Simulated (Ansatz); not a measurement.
# Energy of Rh (space group No. 191) less that of fcc Rh, by level of theory

No measured value is used here.

```
level (code)         value (meV/atom)
-------------------  ----------------
PBE (Ansatz)                      225
PBEsol (Ansatz)                     ?
PBE-D3(BJ) (Ansatz)               243
```

Task: Fill in the missing entries.

Result: 
- PBEsol (Ansatz, a quantum-chemistry and plane-wave program), value (meV/atom): 248

Each level is taken at its own relaxed cell. Ansatz's density-functional and Hartree–Fock values are scalar-relativistic unless marked +SOC, with PAW data made under PBE.
